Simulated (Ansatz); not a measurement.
Basis-set extrapolation for C4H5N (`C=CN1C=C1`) (PBE0-D4/def2-TZVP geometry, frozen core, Ansatz). Multiplicity 1, RHF reference.

|  | def2-TZVPP | def2-QZVPP |
| --- | --- | --- |
| HF | -208.735136 | -208.744653 |
| MP2 correlation | -0.838974 | -0.893729 |
| CCSD(T) correlation | -0.909014 | not run |

Energies in hartree. Use E(X) = E(∞) + A·exp(−7.88·√X) for Hartree–Fock and E(X) = E(∞) + B·X^(−2.97) for correlation, with X = 3 and 4, and add CCSD(T) minus MP2 of the smaller set to the MP2 limit.

Task: What is the CCSD(T) energy at the basis-set limit?

Result: HF limit: -208.744653 + (-0.009517) × 0.13774 = -208.74596. MP2 limit: -0.893729 + (-0.054755) × 0.74074 = -0.93429. Higher-order term: -0.909014 − (-0.838974) = -0.07004. Total: -209.75029 hartree, 2.89 eV below CCSD(T)/def2-TZVPP.
